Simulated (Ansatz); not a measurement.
The input, for Ansatz 0.2.0:

```yaml
crystal:
  periodic: [false, false, false]
  atoms:
    - {symbol: Si, position_ang: [0.004053, 0.000000, 0.532729]}
    - {symbol: O, position_ang: [-0.021964, 0.000002, -1.124355]}
    - {symbol: H, position_ang: [1.476262, -0.000114, 0.783135]}
    - {symbol: H, position_ang: [-0.620188, 1.217950, 1.110025]}
    - {symbol: H, position_ang: [-0.620376, -1.217854, 1.110025]}
basis:
  gaussian: {orbitals: cc-pVDZ}
magnetization: {spin_polarized: true, initial_magnetization: 1}
correlation: {method: mp2, electrons: outside_noble_gas}
output: {forces: true}
```

```sh
$ ansatz run in.yaml --threads 1 --pin off --events-out ev --progress --plain --max-ram 2393MiB
```

The program prints:

```
439 factors; integrals over basis functions are off by at most 1.1e-3 eV
mean field evaluation 1: about -9940.0868 eV, gradient 2.7e1 eV
mean field evaluation 2: about -9940.1179 eV, gradient 2.7e1 eV
mean field evaluation 4: about -9945.4384 eV, gradient 5.8e0 eV
mean field evaluation 8: about -9946.0845 eV, gradient 7.0e-1 eV
mean field evaluation 16: about -9946.0995 eV, gradient 2.9e-6 eV
mean field evaluation 32: about -9946.0993 eV, gradient 2.2e-1 eV
mean field evaluation 64: about -9946.0407 eV, gradient 7.0e-1 eV
mean field -9946.09948160 eV, -365.5124142405 hartree, gradient 3.0e-6 eV, S^2 0.756395; 6 other end points of the search recorded, 0 dependent functions left out
6 core orbitals not correlated: weight in the atoms' cores, before any rotation towards them, 1.000 or more for the frozen orbitals, at most 0.000 for the correlated occupied ones
reference -9946.09948160 eV, -365.5124142405 hartree; 7, 6 occupied and 34, 35 virtual orbitals, 439 factors
second order -6.62379119 eV of doubles, -0.00000000 eV of singles
the calculation of the forces begins
Total energy: -9952.72327279 eV, -365.7558340769 hartree
Atom 0 at     0.004053     0.000000     0.532729 Å, force     0.250947    -0.000019     1.791946 eV/Å
Atom 1 at    -0.021964     0.000002    -1.124355 Å, force    -0.099742     0.000008    -1.851548 eV/Å
Atom 2 at     1.476262    -0.000114     0.783135 Å, force    -0.077903     0.000006     0.044119 eV/Å
Atom 3 at    -0.620188     1.217950     1.110025 Å, force    -0.036652    -0.012080     0.007742 eV/Å
Atom 4 at    -0.620376    -1.217854     1.110025 Å, force    -0.036650     0.012086     0.007742 eV/Å
Dipole moment:    -0.024698     0.000002     0.294823 e Å
```

Forces (eV/Å):
```
Si   0.251  0.000  1.792
O   -0.100  0.000 -1.852
H   -0.078  0.000  0.044
H   -0.037 -0.012  0.008
H   -0.037  0.012  0.008
```

Ran on 1 thread of Arm Neoverse V1, shared host: 1.2 s wall, 0.09 GiB peak host memory.
